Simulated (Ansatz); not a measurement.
# Two structures, one formula

Two relaxed structures of CH$_{6}$NSi (charge +1), closed shell (PBE0-D4/def2-TZVP; forces vanish, vibrations not checked).

A:

C1  (-0.802, 0.798, -0.820)
Si2  (0.568, -0.223, -0.208)
N3  (0.561, -0.874, 1.300)
H4  (-1.216, 0.340, -1.726)
H5  (-0.417, 1.784, -1.105)
H6  (-1.593, 0.917, -0.078)
H7  (1.767, -0.543, -0.994)
H8  (1.316, -1.446, 1.658)
H9  (-0.185, -0.753, 1.972)
(Å)

B:

```xyz
9
angstrom
C -0.6648 0.6916 -0.7493
Si 0.4840 -0.8265 1.2912
N 0.4054 -0.1405 -0.1932
H -1.0713 0.2157 -1.6423
H -0.2664 1.6722 -1.0119
H -1.4620 0.8153 -0.0173
H 1.1778 -0.2893 -0.8354
H 1.6755 -1.6225 1.6090
H -0.6421 -0.5998 2.2050
```

Computed with Ansatz 0.2.0 (basis: def2-TZVPP); correlated methods freeze the cores. B3LYP uses VWN-RPA correlation.

(1) Which structure is lower at CCSD(T), and by how much? (An estimate is asked for; the value comes from the calculation.)

T1 diagnostic: at most 0.016.

## Answers

(1) The calculation gives: A, by 24.23 kcal/mol (electronic energy, against the other). By their contacts, A is CH₆NSi ([CH3][SiH][NH2]), total charge +1 and B is CH₆NSi ([CH3][NH][SiH2]), total charge +1.

All methods give the same order:

```
   method  E(B) − E(A) (kcal/mol)
   PBE-D4                   25.35
r2SCAN-D4                   26.81
  PBE0-D4                   26.11
 B3LYP-D4                   24.69
  wB97M-V                   26.39
       HF                   24.18
      MP2                   25.32
     CCSD                   24.37
  CCSD(T)                   24.23
```

Labels in which every atom is bracketed show which atoms are joined, not bond orders.

For scale, one of the runs: CCSD(T)/def2-TZVPP, 188 basis functions, launched by `ansatz run in.yaml --threads 2 --pin off --events-out ev --progress --plain --max-ram 4352MiB`. Time: 24 s of wall clock on 2 CPU threads of an Arm Neoverse V2; the host was shared. Peak host memory: 1.9 GiB.
